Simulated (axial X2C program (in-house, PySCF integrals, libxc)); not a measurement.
**Potential curves of PH, two-component**

Calculated with an in-house all-electron X2C program for linear molecules (integrals from PySCF). Two-component (2c) means X2C with spin–orbit coupling and atomic mean-field two-electron Coulomb and Gaunt terms. Basis: P dyall-v3z [8s7p2d1f], H dyall-v3z [6s2p1d] (cores contracted in-house); Gaussian nuclei, density fitting, unrestricted open shells. Masses: P 30.974 u, H 1.008 u.

State: Ω = 1 (⟨Sz⟩ = 1.00, ⟨Lz⟩ = 0.00 at HF). Energies in eV from the fragments at the same level (P + H). Fits are polynomials in 1 − R0/R over 0.85 to 1.23 times the lowest point R0.

| R (Å) | CCSD(T) | CCSD |
| --- | --- | --- |
| 1.3040 | -2.8544 | -2.8398 |
| 1.3470 | -2.9706 | -2.9544 |
| 1.3900 | -3.0320 | -3.0139 |
| 1.4330 | -3.0488 | -3.0286 |
| 1.4832 | -3.0232 | -3.0005 |
| 1.5333 | -2.9595 | -2.9340 |
| 1.5978 | -2.8358 | -2.8064 |

Correlated methods: 6 electrons correlated (number of frozen shells: P 2 s, 1 p; H none), 100 virtual spin orbitals or spinors in MP2, 72 natural virtuals in coupled cluster.

The state is one determinant whose occupation by symmetry is held fixed; it was picked as the lowest of a PBE0 search that is not exhaustive. De is counted from the lowest determinant-based energies of the atoms at the same level, without counterpoise correction. CCSD and (T) use frozen natural virtuals with an MP2 correction for the truncation; (T) itself is uncorrected, so its De runs slightly low. With several unpaired electrons one determinant need not be a pure state. Open-shell Ω = 0 determinants with evenly filled partner blocks cannot be reached by this program, so the Ω shown need not be the lowest component. This is the Ω = 1 component of a π² triplet; the 0⁺ component is not one determinant and can lie lowest. Coupled cluster ran on the points near the minimum only. MP2 and coupled cluster on one determinant become unreliable at the stretched end.

(1) What are Re, ωe and De at the CCSD(T) level?

(2) Fit the CCSD curve near its minimum: give the equilibrium distance, the harmonic wavenumber and the well depth.

## Answers

(1) At CCSD(T), 2c: Re = 1.430 Å, ωe ≈ 2350 cm⁻¹, De = 3.05 eV to P + H; Be follows as 8.45 cm⁻¹.

(2) At CCSD, 2c: Re = 1.427 Å, ωe ≈ 2370 cm⁻¹, De = 3.03 eV to P + H; Be follows as 8.48 cm⁻¹.
